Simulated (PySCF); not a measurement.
Run record: excited-state job, `COC[S@@](C)=O`.

Method: TDDFT B3LYP/def2-SVPD, vertical, gas phase, core orbitals frozen in the response (PySCF 2.14.0, density-fitted response routines). Geometry: GFN2-xTB. The input is one job of a driver script: a line of settings, then coordinates in Å.

Command:
```bash
OMP_NUM_THREADS=1 python probes_run.py task.json out
```

Input:
```
{"job": {"kind": "uv", "xc": "B3LYP", "basis": "def2-SVPD", "nstates": 8, "ntriplets": 3}, "charge": 0, "multiplicity": 1}
C     -1.861409    -0.130484    -0.447387
O     -0.746327    -0.947561    -0.131321
C     -0.099586    -0.608547     1.042184
S      1.085381     0.862003     0.863894
C      1.901361     0.194485    -0.645099
O      0.273216     2.000749     0.422055
H     -2.269631    -0.526929    -1.374761
H     -1.569016     0.911573    -0.585486
H     -2.617331    -0.190737     0.343040
H      0.525029    -1.450698     1.340271
H     -0.794163    -0.340075     1.845862
H      1.145285    -0.195764    -1.318653
H      2.583641    -0.588414    -0.334956
H      2.442872     1.009925    -1.111974
```

Give the output.

```
coarse grid: 12016 points
cycle   1  E = -667.1219647844  dE =  8.448e-01  |g| = 1.003e+00  |ddm| = 5.046e+00
cycle   2  E = -665.9399806728  dE =  1.182e+00  |g| = 2.539e+00  |ddm| = 3.618e+00
cycle   3  E = -667.3006970038  dE = -1.361e+00  |g| = 3.173e-01  |ddm| = 2.941e+00
cycle   4  E = -667.3163607679  dE = -1.566e-02  |g| = 1.966e-01  |ddm| = 5.419e-01
cycle   5  E = -667.3241283904  dE = -7.768e-03  |g| = 3.597e-02  |ddm| = 2.149e-01
cycle   6  E = -667.3243962133  dE = -2.678e-04  |g| = 1.061e-02  |ddm| = 5.339e-02
cycle   7  E = -667.3244212072  dE = -2.499e-05  |g| = 2.157e-03  |ddm| = 1.523e-02
cycle   8  E = -667.3244224576  dE = -1.250e-06  |g| = 3.961e-04  |ddm| = 4.320e-03
final grid: 110768 points
cycle   9  E = -667.4184791318  dE = -4.203e-05  |g| = 5.640e-03  |ddm| = 9.234e-02
cycle  10  E = -667.4184683899  dE =  1.074e-05  |g| = 8.966e-03  |ddm| = 1.657e-02
cycle  11  E = -667.4184860652  dE = -1.768e-05  |g| = 1.955e-03  |ddm| = 1.026e-02
cycle  12  E = -667.4184868365  dE = -7.713e-07  |g| = 1.911e-04  |ddm| = 1.882e-03
cycle  13  E = -667.4184868426  dE = -6.094e-09  |g| = 1.092e-04  |ddm| = 3.989e-04
cycle  14  E = -667.4184868449  dE = -2.333e-09  |g| = 2.910e-05  |ddm| = 1.321e-04
cycle  15  E = -667.4184868451  dE = -1.737e-10  |g| = 1.010e-05  |ddm| = 4.772e-05
converged SCF energy = -667.4184868451

Static polarisability (au): isotropic 69.436, principal 65.005 66.742 76.561

Singlet excitations
state   eV       nm        f      main configurations
  1   5.3713    230.8   0.04769   H->L 0.97
  2   5.6769    218.4   0.00822   H->L+2 0.80, H->L+1 0.16
  3   5.8140    213.3   0.02882   H->L+1 0.81, H->L+2 0.14
  4   6.1492    201.6   0.06938   H->L+3 0.89
  5   6.4437    192.4   0.02404   H-1->L 0.70, H-1->L+2 0.13
  6   6.7012    185.0   0.00213   H->L+4 0.66, H-1->L+2 0.19
  7   6.7564    183.5   0.00782   H-1->L+2 0.43, H-1->L+1 0.19, H->L+4 0.14
  8   6.8093    182.1   0.02666   H-1->L+1 0.63, H-1->L+2 0.16, H-1->L 0.11

Triplet excitations (Tamm-Dancoff, eV): 4.6784 5.1642 5.6706
```

The SCF starts on a coarse grid where the log names one; the energy can jump when the final grid takes over, and dE then counts from the start density on the new grid. H and L stand for HOMO and LUMO; the number after each pair is its weight.

Give the mean polarisability as a volume in Å³, and the ratio of the largest to the smallest principal value.

69.436 au × 0.148185 = 10.29 Å³; 76.561/65.005 = 1.18.

How does the lowest singlet excitation compare with the HOMO–LUMO gap?

HOMO -6.30 eV and LUMO 0.03 eV give a gap of 6.33 eV; S1 at 5.37 eV lies 0.96 eV below it.

In short: HOMO -6.30 eV, LUMO 0.03 eV; lowest singlet 5.37 eV; lowest triplet 4.68 eV (Tamm–Dancoff); mean polarisability 69.4 au.

Estimate the wall time. Hardware: an Arm Neoverse V1 with one thread, no GPU, shared host with 32 logical CPUs at a one-minute load of 17. And the peak memory of the process?

About 27 s, with 0.78 GiB resident at the peak, the Python interpreter and its libraries included.

One conformer stands for the species.
Labels such as C1 count atoms from 1, the log's own numbers from 0.
